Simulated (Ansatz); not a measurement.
## Worked example: correlation energy of HAl–AlH, singlet

Geometry: a point of a stretch scan, not a stationary point.

```yaml
atoms:
  - { symbol: Al, position_ang: [0.0000, -0.4066, 3.4652] }
  - { symbol: Al, position_ang: [0.0000, 0.4066, -3.4652] }
  - { symbol: H, position_ang: [0.0000, 0.8909, 4.4394] }
  - { symbol: H, position_ang: [0.0000, -0.8909, -4.4394] }
```

Basis cc-pVDZ; Ansatz 0.2.0. Correlated methods freeze the noble-gas cores, which leaves 8 electrons in 36 orbitals. R marks a restricted (for open shells ROHF) determinant.

Full CI isn't at hand for all of this; RCCSDTQ serves as the reference, and is uncertain by the last step of the cluster series or more.

RCCSD has a T1 diagnostic of 0.013 and a largest doubles amplitude of 0.05.

Runs differ by some tens of microhartree through their thresholds, so steps under 0.03 kcal/mol mean nothing.

```tsv
level	total energy (hartree)
RHF	-484.907587
RMP2	-485.011192
RCCSD	-485.054845
RCCSD(T)	-485.056809
RCCSDT	-485.057501
RCCSDT(Q)	-485.057563
RCCSDTQ	-485.057581
```

What is the correlation energy at RCCSDTQ, and what share of it do RMP2 and RCCSDT recover?

E(corr) = -485.057581 − (-484.907587) = -0.149994 hartree = -4.082 eV. RMP2: -0.103605 / -0.149994 = 69.07 %. RCCSDT: -0.149914 / -0.149994 = 99.95 %.

By how many kcal/mol does RCCSD(T) miss RCCSDTQ (1 hartree = 627.509 kcal/mol), and which steps make up the rest?

-485.056809 − (-485.057581) = 0.000772 hartree = 0.48 kcal/mol. Steps: RCCSDT − RCCSD(T) = -0.43, RCCSDT(Q) − RCCSDT = -0.04, RCCSDTQ − RCCSDT(Q) = -0.01 kcal/mol. That is within 1 kcal/mol of the reference in this basis, which itself misses far more of the correlation at the basis-set limit.
